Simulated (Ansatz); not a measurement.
Born–Oppenheimer molecular dynamics of BFH₅P (8 atoms, charge 0, multiplicity 1). It starts at the highest image of a converged band, a first-order saddle point between two minima.

These are results of RKS B3LYP-D4/def2-SVP (Ansatz), not measurements.

- ensemble: NVE (velocity Verlet)
- time step: 0.5 fs
- steps asked: 200
- starting velocities drawn for: 100 K
- seed: 4230

Frames 2.5 fs apart, positions in Å, forces in eV/Å.

Velocities at 20 fs (Å/ps):

```
B 2.08 -0.07 -0.93
H -6.11 -7.92 1.20
H -10.85 0.78 8.35
F 0.50 0.02 0.19
P -0.61 0.68 -0.48
H 6.98 -6.87 22.41
H -3.95 2.55 -4.71
H 0.90 -8.95 -6.02
```

```xyz
8
Properties=species:S:1:pos:R:3:forces:R:3 time_fs=20 energy_less_start_eV=0.018 T=77
B 0.091 -0.285 0.218 0.04 -0.02 0.58
H -0.278 0.412 1.268 -0.10 -0.19 -0.03
H 1.237 0.047 0.139 0.18 0.04 -0.16
F -0.803 -0.221 -0.790 -0.08 0.00 -0.19
P 0.401 -2.369 0.937 -0.39 0.33 0.10
H -0.920 -2.749 0.492 0.41 -0.05 -0.05
H 1.054 -2.473 -0.324 -0.21 -0.10 -0.08
H -0.304 -0.706 1.392 0.15 -0.01 -0.18
8
Properties=species:S:1:pos:R:3:forces:R:3 time_fs=22.5 energy_less_start_eV=0.019 T=76
B 0.096 -0.286 0.218 -0.52 -0.05 0.51
H -0.296 0.387 1.270 -0.09 -0.10 -0.02
H 1.222 0.051 0.154 0.64 0.14 -0.23
F -0.802 -0.221 -0.790 -0.01 -0.01 -0.21
P 0.400 -2.367 0.936 0.38 0.41 0.27
H -0.896 -2.769 0.544 -0.21 -0.18 -0.30
H 1.037 -2.469 -0.337 -0.27 -0.11 0.00
H -0.298 -0.729 1.373 0.08 -0.09 -0.01
8
Properties=species:S:1:pos:R:3:forces:R:3 time_fs=25 energy_less_start_eV=0.007 T=91
B 0.098 -0.286 0.220 -0.22 0.22 0.23
H -0.319 0.356 1.271 -0.04 0.06 0.00
H 1.240 0.063 0.157 0.19 -0.03 -0.19
F -0.800 -0.221 -0.791 0.08 -0.03 -0.19
P 0.399 -2.364 0.936 0.76 0.31 0.34
H -0.882 -2.799 0.579 -0.51 -0.21 -0.36
H 1.004 -2.472 -0.351 -0.24 -0.10 0.00
H -0.287 -0.758 1.353 -0.01 -0.23 0.16
8
Properties=species:S:1:pos:R:3:forces:R:3 time_fs=27.5 energy_less_start_eV=-0.010 T=114
B 0.099 -0.285 0.223 0.14 0.61 0.06
H -0.345 0.330 1.272 0.03 0.18 -0.01
H 1.268 0.072 0.148 -0.44 -0.27 -0.09
F -0.799 -0.221 -0.792 0.18 -0.07 -0.14
P 0.399 -2.361 0.936 0.35 -0.15 0.26
H -0.895 -2.841 0.594 -0.09 0.02 -0.16
H 0.958 -2.481 -0.366 -0.14 -0.04 -0.07
H -0.277 -0.800 1.342 -0.03 -0.29 0.14
8
Properties=species:S:1:pos:R:3:forces:R:3 time_fs=30 energy_less_start_eV=-0.021 T=127
B 0.100 -0.281 0.227 -0.20 0.93 0.13
H -0.368 0.313 1.271 0.13 0.22 -0.08
H 1.273 0.066 0.134 -0.46 -0.34 -0.02
F -0.797 -0.221 -0.793 0.28 -0.14 -0.08
P 0.400 -2.358 0.936 -0.14 -0.79 0.15
H -0.913 -2.881 0.600 0.41 0.29 0.09
H 0.903 -2.492 -0.384 -0.04 0.07 -0.09
H -0.268 -0.859 1.338 0.03 -0.24 -0.09
8
Properties=species:S:1:pos:R:3:forces:R:3 time_fs=32.5 energy_less_start_eV=-0.054 T=169
B 0.100 -0.272 0.232 -1.08 1.18 0.28
H -0.385 0.310 1.266 0.23 0.24 -0.17
H 1.254 0.041 0.118 0.13 -0.26 -0.03
F -0.794 -0.222 -0.795 0.34 -0.23 -0.07
P 0.401 -2.356 0.937 -0.12 -1.36 0.07
H -0.909 -2.905 0.610 0.43 0.34 0.21
H 0.846 -2.499 -0.407 0.01 0.23 0.00
H -0.257 -0.932 1.329 0.07 -0.14 -0.30
8
Properties=species:S:1:pos:R:3:forces:R:3 time_fs=35 energy_less_start_eV=-0.123 T=259
B 0.094 -0.256 0.238 -1.55 1.52 0.24
H -0.387 0.321 1.251 0.24 0.29 -0.15
H 1.242 -0.001 0.100 0.57 -0.22 -0.07
F -0.791 -0.223 -0.797 0.32 -0.29 -0.12
P 0.401 -2.357 0.938 0.46 -1.80 0.06
H -0.883 -2.910 0.632 -0.06 0.11 0.19
H 0.788 -2.492 -0.429 0.03 0.36 0.12
H -0.243 -1.014 1.303 -0.02 0.02 -0.27
8
Properties=species:S:1:pos:R:3:forces:R:3 time_fs=37.5 energy_less_start_eV=-0.224 T=389
B 0.080 -0.231 0.245 -0.77 1.80 -0.15
H -0.377 0.350 1.228 0.12 0.40 0.06
H 1.259 -0.056 0.078 0.12 -0.27 -0.01
F -0.786 -0.226 -0.800 0.20 -0.29 -0.20
P 0.403 -2.362 0.940 1.19 -2.22 0.05
H -0.860 -2.909 0.666 -0.61 -0.22 0.13
H 0.733 -2.463 -0.446 0.04 0.39 0.14
H -0.230 -1.093 1.262 -0.30 0.43 -0.01
8
Properties=species:S:1:pos:R:3:forces:R:3 time_fs=40 energy_less_start_eV=-0.334 T=531
B 0.062 -0.197 0.251 0.44 1.61 -0.63
H -0.358 0.403 1.209 -0.04 0.46 0.29
H 1.282 -0.126 0.056 -0.59 -0.14 0.13
F -0.780 -0.229 -0.803 0.02 -0.20 -0.27
P 0.407 -2.371 0.941 1.16 -2.47 0.00
H -0.870 -2.919 0.707 -0.46 -0.31 0.14
H 0.679 -2.413 -0.454 0.03 0.26 0.06
H -0.235 -1.146 1.220 -0.56 0.79 0.28
8
Properties=species:S:1:pos:R:3:forces:R:3 time_fs=42.5 energy_less_start_eV=-0.475 T=712
B 0.046 -0.154 0.255 0.96 1.16 -0.63
H -0.342 0.481 1.205 -0.06 0.31 0.13
H 1.273 -0.204 0.042 -0.70 0.19 0.22
F -0.775 -0.233 -0.807 -0.19 -0.01 -0.29
P 0.413 -2.384 0.942 0.15 -1.90 0.04
H -0.905 -2.947 0.757 0.23 -0.13 0.16
H 0.628 -2.348 -0.458 -0.02 0.02 -0.02
H -0.272 -1.156 1.194 -0.37 0.36 0.38
8
Properties=species:S:1:pos:R:3:forces:R:3 time_fs=45 energy_less_start_eV=-0.545 T=803
B 0.036 -0.104 0.254 0.59 0.83 -0.27
H -0.328 0.578 1.208 0.01 -0.02 -0.29
H 1.226 -0.271 0.040 -0.11 0.49 0.19
F -0.770 -0.237 -0.811 -0.35 0.23 -0.24
P 0.419 -2.401 0.944 -0.88 -0.87 0.12
H -0.927 -2.983 0.817 0.70 -0.02 0.09
H 0.574 -2.281 -0.462 -0.08 -0.23 0.03
H -0.329 -1.147 1.190 0.12 -0.41 0.37
8
Properties=species:S:1:pos:R:3:forces:R:3 time_fs=47.5 energy_less_start_eV=-0.540 T=797
B 0.028 -0.050 0.252 -0.05 0.48 -0.09
H -0.314 0.673 1.194 -0.02 -0.24 -0.50
H 1.173 -0.309 0.049 0.62 0.58 0.12
F -0.766 -0.240 -0.817 -0.40 0.46 -0.05
P 0.423 -2.420 0.945 -1.19 -0.03 0.19
H -0.910 -3.021 0.881 0.61 -0.13 -0.03
H 0.517 -2.229 -0.464 -0.12 -0.42 0.14
H -0.380 -1.159 1.207 0.53 -0.70 0.22
```

Of the whole run (100 fs, mean temperature of the second half 1356 K): The conserved energy stayed within 0.044 meV per atom of its start (net change 0.014 meV per atom), so the integration is sound. The kinetic energy rose, since the run started high on the potential surface and went downhill. It ends in pieces (BFH2 + H3P), so much of that is their flight and rotation, not heat. A run of 0.1 ps of so small a system gives no equilibrium averages. The orbitals stay closed-shell, which can raise the energy where a bond breaks towards radicals; this wasn't checked here.

Time of the run: 6.6 min on 1 thread of Arm Neoverse V1, on a shared host, peak memory 0.12 GiB.
